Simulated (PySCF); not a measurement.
# Static response to an electric field

Species: C4H5ClO.
Structure used (GFN2-xTB), in Å, numbered top down from 1:
```
atom  x, y, z in Å
C1    -1.8800   -0.2133   -0.2839
C2    -0.8036    0.2068    0.3513
C3     0.5374    0.3647   -0.3008
C4     1.6171   -0.3167    0.4759
O5     1.5690   -0.8178    1.5450
Cl6    3.1565   -0.3006   -0.4204
H7    -1.8596   -0.4751   -1.3294
H8    -2.8301   -0.3078    0.2116
H9    -0.8373    0.4565    1.4021
H10    0.5306   -0.0198   -1.3225
H11    0.8054    1.4257   -0.3550
```

Level: B3LYP/def2-SVPD (PySCF), static field, nuclei fixed, core orbitals frozen in the response. The polarisability tensor in these axes (au):

```
x   88.60  1.81 -2.12
y    1.81 50.45 -1.80
z   -2.12 -1.80 62.44
```

What are the eigenvalues, a third of the trace, and Δα (Δα² = ½Σ(αi − αj)² over the three pairs)?

Principal values 50.13, 62.49 and 88.87 au; mean 67.16 au = 9.95 Å³ = 11.07 × 10⁻⁴⁰ C²·m²/J; Δα = 34.27 au (51 % of the mean).

What is the dipole moment, and where does it point?

(-1.93, 1.31, -1.53) D, 2.79 D in size, pointing from the negative to the positive side. Measured along this direction, the outermost atoms are O5 at the negative end and H7 and H8 at the positive end.

Give the principal axes and the span of the nuclei along them.

Largest value along (1.00, 0.05, -0.08), where the nuclei span 6.01 Å; middle along (0.09, -0.13, 0.99), 3.19 Å; least along (-0.04, 0.99, 0.14), 1.99 Å. The response follows the extents in order.

Sum over states: ᾱ = Σ f/ω², ω in Eh. What share falls to these 8 lowest TDDFT singlets (eV, f)? 5.15, 0.0006; 5.58, 0.0044; 6.28, 0.0009; 6.67, 0.0066; 7.10, 0.1597; 7.24, 0.0390; 7.30, 0.1198; 7.59, 0.0064.

They add up to 4.89 au, 7.3 % of the 67.16 au; the largest single term is 2.35 au, from the state at 7.10 eV. Terms in order: 0.02, 0.11, 0.02, 0.11, 2.35, 0.55, 1.66, 0.08 au. Higher excitations give the rest. The strengths listed sum to 0.337.

In a dilute gas of rigid molecules at 250 K, how does the orientational term μ²/3kT compare with the electronic polarisability?

In Gaussian units μ²/3kT = 75.44 Å³ against 9.95 Å³, a ratio of 7.58; the Debye molar polarisation (4π/3)N_A(α + μ²/3kT) is 215.4 cm³/mol, leaving out the vibrational part.

What molar refraction does this α imply?

Lorentz–Lorenz: R = (4π/3)N_A α = 2.5225 cm³/(mol·Å³) × 9.95 Å³ = 25.1 cm³/mol, in the limit of long wavelengths.

One conformer (not necessarily the lowest) at the GFN2-xTB geometry, without solvent, vibrations or thermal averaging.
